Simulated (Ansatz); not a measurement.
The parent structure is InAs in the zinc blende structure (space group F-43m, No. 216; a = 6.1091 Å).

Calculations: r2SCAN, PAW, 500 eV (Ansatz, an electronic-structure program; scalar-relativistic without spin-orbit coupling).

It is then changed as follows: full substitution In → Ga, then cell and atoms are relaxed.

Measured lattice parameter a: InAs 6.047 Å (static lattice; corrected from measurement; as listed in Daniel Mejia-Rodriguez, S. B. Trickey, Phys. Rev. B (2018)); GaAs 5.64 Å (static lattice; corrected from measurement; as listed in Daniel Mejia-Rodriguez, S. B. Trickey, Phys. Rev. B (2018)).

Q: How well does r2SCAN reproduce the measured shift?

A: With r2SCAN the lattice parameter a moves by -0.442 Å (6.109 → 5.667) against -0.407 Å measured.

Whether these cells are dynamically stable was not tested.
